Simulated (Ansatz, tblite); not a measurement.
Forces on SiEtH3 (C2H8Si) at its r2SCAN-D4/def2-TZVP geometry. Charge 0, multiplicity 1.

The xTB rows come from tblite.

GFN1-xTB (tblite), largest force 1.10 eV/Å:

```xyz
11
positions Å, forces eV/Å
Si    0.692    1.293   -0.089    0.438    0.923    0.408
C    -0.093   -0.324   -0.632    0.213    0.383   -0.093
C    -0.665   -1.139    0.532   -0.232   -0.368    0.275
H     0.660   -0.909   -1.172   -0.055   -0.332   -0.113
H    -0.879   -0.097   -1.362   -0.214   -0.247   -0.135
H    -1.123   -2.069    0.185    0.034    0.046   -0.070
H     0.114   -1.403    1.251    0.020    0.027   -0.049
H    -1.431   -0.577    1.073    0.022    0.030   -0.053
H     1.764    1.034    0.911   -0.386    0.130   -0.374
H    -0.327    2.173    0.547    0.399   -0.304   -0.232
H     1.287    2.018   -1.243   -0.238   -0.289    0.435
```

GFN2-xTB (tblite), largest force 1.06 eV/Å:

```
Si 0.414 0.878 0.421
C -0.143 -0.291 -0.120
C -0.028 -0.049 -0.011
H -0.154 -0.097 0.108
H -0.012 -0.172 0.124
H 0.065 0.111 -0.032
H -0.052 0.081 -0.162
H 0.126 -0.010 -0.149
H -0.272 0.038 -0.269
H 0.237 -0.245 -0.175
H -0.182 -0.244 0.266
```

PBE-D4/def2-TZVP (Ansatz), largest force 0.23 eV/Å:

```
Si 0.004 0.002 -0.010
C -0.044 -0.055 0.114
C 0.054 0.082 -0.111
H 0.155 -0.106 -0.111
H -0.146 0.053 -0.150
H -0.096 -0.195 -0.070
H 0.155 -0.060 0.160
H -0.163 0.110 0.120
H 0.129 -0.024 0.112
H -0.114 0.104 0.076
H 0.067 0.089 -0.131
```
